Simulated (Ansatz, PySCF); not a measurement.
Species: CHO2, charge 0, multiplicity 2. It need not be the lowest isomer of its formula. 
Geometry from a B3LYP-D3(BJ)/def2-TZVP (Ansatz, an electronic-structure program) optimisation:
```xyz
4

O     -1.0465    -0.3887    -0.0006
C     -0.0138     0.4391     0.0046
O      1.1479     0.2237    -0.0014
H     -0.7282    -1.3146    -0.0112
```
Charge 0, spin multiplicity 2.

Total electronic energies in hartree. Valence correlation only, unless marked. Open shells are spin-unrestricted. No spin-orbit coupling. No relativistic terms. CBS(X,Y): correlation extrapolated as X^-3; Hartree-Fock from the larger set. The bracket is a focal-point correction in the basis named.

```tsv
level	program	energy (Eh)
HF/STO-3G	Ansatz	-185.58787
HF/6-31G	Ansatz	-188.02561
RI-HF/cc-pVTZ	Ansatz	-188.20531
RI-HF/cc-pVQZ	Ansatz	-188.22007
PBE-D4/def2-TZVPD	Ansatz + dftd4	-188.98726
r2SCAN-D3(BJ)/def2-TZVPD	Ansatz + dftd3	-189.08969
PBE0-D3(BJ)/def2-TZVPD	Ansatz + dftd3	-188.97793
PBE0/def2-TZVPD	Ansatz	-188.97683
TPSSh-D3(BJ)/def2-TZVPD	PySCF + dftd3	-189.18154
TPSSh-D4/def2-TZVPD	PySCF + dftd4	-189.18165
MN15-D3(BJ)/def2-TZVPD	PySCF + dftd3	[?]
wB97X-V/def2-TZVPD	Ansatz	[?]
MP2/6-31G*	Ansatz	-188.58683
SCS-MP2/aug-cc-pVDZ	Ansatz	-188.64365
RI-MP2/CBS(aug-cc-pVTZ,aug-cc-pVQZ)+[CCSD(T)-MP2]/aug-cc-pVTZ	Ansatz	-188.9301
```

Problem. Some entries are withheld; supply them.

Solution. 
- MN15-D3(BJ)/def2-TZVPD, energy (Eh): -188.98478
- wB97X-V/def2-TZVPD, energy (Eh): -189.11433
